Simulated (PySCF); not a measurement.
BH⁺, HF: how much the basis matters

PySCF, UHF reference; doublet, unpaired electrons σ ↑; De to B⁺ + H without counterpoise correction.

```csv
basis,relativity,functions,Re (Å),ωe (cm⁻¹),De (eV),μ (D)
STO-3G,no relativity,6,1.207,3005,2.95,-0.03
3-21G,no relativity,11,1.184,2769,2.06,0.24
jorge-DZP-DKH,spin-free X2C,20,1.204,2724,2.23,0.32
def2-TZVPPD,no relativity,54,1.186,2721,2.31,0.29
```

(1) How does each smaller set differ from the one with most functions, def2-TZVPPD?

A positive dipole points towards H; it is taken about the centre of mass and depends on that origin. For an ion De counts to the pair picked by the measured ionisation energies or electron affinities, which need not be the lowest pair at this level. 3-21G and STO-3G are very small, so such numbers show the basis as much as the molecule. Hartree–Fock leaves out correlation, which carries a large part of most bond energies and some tenths to 1 eV of ionisation energies. The state was picked by a PBE0 search and need not be the measured ground state.

Answers

(1) STO-3G: +2.1 pm, +10.4 % in ωe, +0.64 eV in De; 3-21G: -0.2 pm, +1.8 % in ωe, -0.25 eV in De; jorge-DZP-DKH: +1.8 pm, +0.1 % in ωe, -0.08 eV in De. All at HF; the set with most functions is neither the basis-set limit nor always the best. The rows treat relativity differently, so the differences are not basis effects alone.
